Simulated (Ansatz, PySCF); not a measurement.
Species: CH$_{2}$O, charge 0, singlet. CH2O (formaldehyde, SMILES C=O).
B3LYP-D3(BJ)/def2-TZVP minimum from Ansatz (an electronic-structure program):
```
C
O 1 1.1989
H 1 1.1075 2 122.05
H 1 1.1075 3 115.91 2 180.00
```
Charge 0, spin multiplicity 1.

Total energies in hartree (Ansatz). Radicals and triplets start from unrestricted determinants; spin-orbit coupling is neglected. Cores are frozen in correlated methods. No relativity. For partners of very few electrons the exact lower level stands in for a higher one.

| species | HF/cc-pVTZ | CCSD(T)/cc-pVTZ | HF/cc-pVQZ | CCSD(T)/cc-pVQZ | CCSDT(Q)/cc-pVQZ |
|---|---|---|---|---|---|
| 1: CH2O (SMILES C=O) | -113.91209 | -114.33369 | -113.92111 | -114.36890 | -114.37003 |
| 2: O (triplet) | -74.81176 | -74.97396 | -74.81729 | -74.99357 | -74.99396 |
| 3: C (triplet) | -37.69157 | -37.78076 | -37.69331 | -37.78654 | -37.78704 |
| 4: H (doublet) | -0.49981 | -0.49981 | -0.49995 | -0.49995 | -0.49995 |

Work out the enthalpy of formation at 298 K (by atomisation, with ideal-gas terms from PySCF's Hessian at B3LYP-D3(BJ)/def2-TZVP and the atoms' measured values of the G2/97 table; no spin-orbit terms) in kcal/mol: take Hartree-Fock from cc-pVQZ, extrapolate the CCSD(T) correlation energy as X^-3 (X = 3, 4), and add CCSDT(Q) - CCSD(T) in cc-pVQZ. The further terms named in the bracket sum to +0.55450 hartree. 1 hartree = 627.51 kcal/mol.


Species 1: correlation (64·(-0.44779) - 27·(-0.42160))/37 = -0.46690; step -0.00113; E1 = -113.92111 + (-0.46690) + (-0.00113) = -114.38914
Species 2: correlation (64·(-0.17628) - 27·(-0.16220))/37 = -0.18655; step -0.00039; E2 = -74.81729 + (-0.18655) + (-0.00039) = -75.00423
Species 3: correlation (64·(-0.09323) - 27·(-0.08919))/37 = -0.09618; step -0.00050; E3 = -37.69331 + (-0.09618) + (-0.00050) = -37.78999
Species 4: correlation (64·(0.00000) - 27·(0.00000))/37 = 0.00000; step +0.00000; E4 = -0.49995 + (0.00000) + (+0.00000) = -0.49995
+1·E1 -1·E2 -1·E3 -2·E4 +0.55450 = -0.04052 hartree = -25.4 kcal/mol. Measured: -26.1 kcal/mol, -109.2 kJ/mol (Active Thermochemical Tables 1.112 (ions: stationary electron), as tabulated in the package chemicals); atomic spin-orbit terms, which the calculations lack, would raise the computed values. The composite differs from it by +0.7 kcal/mol; core, relativistic and spin-orbit terms are not in it.
